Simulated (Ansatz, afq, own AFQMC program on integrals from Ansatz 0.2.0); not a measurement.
**Where AFQMC and coupled cluster stand for H₂O⁻, doublet**

```xyz
3

O     0.0000   -0.0689    0.0000
H     0.0000    0.5468    0.7590
H     0.0000    0.5468   -0.7590
```

Basis aug-cc-pVDZ. Only valence electrons are correlated. AFQMC by an in-house program on the Cholesky factors that Ansatz 0.2.0 writes for its CCSD(T) run. The CISD trial takes its coefficients from CCSD amplitudes. Released means that phaseless walkers are propagated on without the constraint, phases kept. Error bars are statistical, one sigma.

Determinant: UHF, the one that the program's search chose, which needn't be the lowest solution. The geometry is a point of a scan.

No full CI on the walks' own integrals is used here; CCSDT(Q) serves as the reference and is uncertain by about the last step of the cluster series.

* T1 diagnostic: 0.0189
* weight of the determinant in the CISD state: 0.927
* ⟨S²⟩ of the determinant: 0.750
* size of the correlated space: 9 electrons in 40 orbitals

Reference: CCSDT(Q), correlation energy -6.604 eV. The released energy is read at 2.40 1/Eh (meV from the phaseless value at times in 1/Eh: -1 ± 17 at 0.24, 4 ± 11 at 0.51, 0 ± 12 at 0.99, -4 ± 10 at 1.62, -17 ± 16 at 2.40).

```
         level  E − E(reference) (mEh)  share of correlation (%)
            HF                  242.69                      0.00
           MP2                   14.93                     93.85
          CCSD                    7.10                     97.07
       CCSD(T)                    0.87                     99.64
         CCSDT                    0.58                     99.76
 ph-AFQMC/CISD            -0.10 ± 0.49                    100.04
released AFQMC            -0.72 ± 0.60                    100.30
```

A walk keeps the symmetry of its determinant, which the program's search chose and which needn't be the lowest solution, so a lower state of the same spin and another symmetry isn't excluded. Released energies are given only where the last usable release times agree within the noise; a slower fall can still hide under it.
